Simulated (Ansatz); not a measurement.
For zinc-blende MgS (metastable phase), PBEsol in Ansatz (PAW) gives:

```
Quantity                              Value
-----------------------------  ------------
lattice parameter a                 5.652 Å
bulk modulus B0                    57.7 GPa
cohesive energy                3.95 eV/atom
band gap at the measured cell       3.40 eV
```

**Question.** What does r²SCAN in Ansatz (plane waves, PAW) give for the same quantities?

**Answer.** 
- lattice constant a: 5.662 Å (goes up by 0.2 %)
- bulk modulus: 59.9 GPa (goes up by 3.8 %)
- cohesive energy: 3.98 eV/atom (rises by 0.03 eV/atom)
- band gap at the measured cell: 4.26 eV (grows by 0.86 eV)

For comparison: band gap 4.78 ± 0.1 eV (measured, temperature not stated, extrapolated in composition from an alloy gap of 4.19 eV, direct; extrapolated from a Zn0.2Mg0.8S0.645Se0.355 epilayer; as tabulated in Lucero et al. (2012), arXiv:1111.4515).

Changes are worked out from the printed values.

Unless a cell is named, each level is at its own relaxed cell (PBEsol 22.57, r²SCAN 22.69 Å³/atom).

Density-functional gaps are differences of (generalised) Kohn–Sham levels.

Ansatz's density-functional and Hartree–Fock values are scalar-relativistic unless marked +SOC, with PAW data made under PBE.

Ansatz is a quantum-chemistry and plane-wave program.
